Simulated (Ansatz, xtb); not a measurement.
# C4H7OP: which of two isomers lies lower

Structure I: `CC#C[P@H](C)=O`, a singlet. Structure II: `O=[P@@H]1C=CCC1`, a singlet. Both are isolated molecules in the gas phase, relaxed with B3LYP-D3(BJ)/def2-SVP; the shapes shown needn't be the lowest conformers.

I (Å):

```csv
atom,x (Å),y (Å),z (Å)
C,-1.7663,1.5816,2.1037
C,-1.0277,1.7254,0.8588
C,-0.4100,1.8459,-0.1825
C,1.9099,0.9979,-1.5576
O,0.8389,3.5640,-1.9660
P,0.4942,2.1374,-1.6798
H,-1.4193,2.3141,2.8504
H,-1.6346,0.5733,2.5290
H,-2.8441,1.7457,1.9428
H,-0.3458,1.4994,-2.6413
H,1.5719,-0.0343,-1.3808
H,2.4843,1.0523,-2.4945
H,2.5510,1.3268,-0.7266
```

II (Å):

```xyz
13

C     0.2453    1.2310    1.2581
C     1.2081    1.8233    0.5382
C     0.9329    2.0928   -0.9244
C    -0.5664    1.8461   -1.1932
O    -2.5900    1.2840    0.7771
P    -1.2370    0.9107    0.2555
H    -1.1125   -0.4687   -0.1086
H     0.3340    0.9697    2.3147
H     2.1839    2.0913    0.9585
H     1.2408    3.1155   -1.1994
H     1.5591    1.4193   -1.5371
H    -0.7654    1.3305   -2.1431
H    -1.1369    2.7886   -1.1970
```

Question: Estimate E(II) − E(I) at the level CCSD(T)/def2-SVP + ΔMP2/def2-TZVPP.

Answer: Calculated at CCSD(T)/def2-SVP + ΔMP2/def2-TZVPP: E(II) − E(I) = −97.3 kJ/mol, so structure II lies lower.

The same difference at several levels:

```csv
level,geometry,E(II) − E(I) (kJ/mol),departure from the last row (kJ/mol),"job, with rough time for the two"
GFN2-xTB,GFN2-xTB,−107.6,−10.3,"optimisation, 0.23 s"
HF/STO-3G,GFN2-xTB,−149.7,−52.5,"single point, 0.57 s"
r2SCAN-D4/def2-SVP,GFN2-xTB,−111.6,−14.3,"single point, 3.9 s"
B3LYP-D3(BJ)/def2-SVP,B3LYP-D3(BJ)/def2-SVP,−105.2,−7.9,"optimisation, 59 s"
HF/def2-SVP,B3LYP-D3(BJ)/def2-SVP,−88.0,+9.3,part of the CCSD(T) run
MP2/def2-SVP,B3LYP-D3(BJ)/def2-SVP,−93.0,+4.2,part of the CCSD(T) run
CCSD(T)/def2-SVP,B3LYP-D3(BJ)/def2-SVP,−100.2,−2.9,single point
CCSD(T)/def2-SVP + ΔMP2/def2-TZVPP,B3LYP-D3(BJ)/def2-SVP,−97.3,,"single point, 61 s"
```

As drawn, II has 1 C=C, 1 C–C in place of 1 C≡C. Structure I has no ring, II a 5-membered ring.

The levels shown agree on the order. The largest departure from CCSD(T)/def2-SVP + ΔMP2/def2-TZVPP is that of HF/STO-3G, 52.5 kJ/mol. The last row adds to CCSD(T) the change of the MP2 difference between the two basis sets, here +2.9 kJ/mol.

With thermal terms from frequencies at re-optimised GFN2-xTB minima (ideal gas, soft modes damped towards free rotors, one conformer each, 298.15 K, 1 atm): on the last row, ΔE + ΔZPE = −86.9, ΔH = −93.6, ΔG = −76.7 kJ/mol.

The correlated steps freeze 10 core orbitals. Programs: Ansatz 0.2.0, xtb 6.7.1; the last row on 2 threads of Intel(R) Xeon(R) Processor @ 2.70GHz on a shared host.
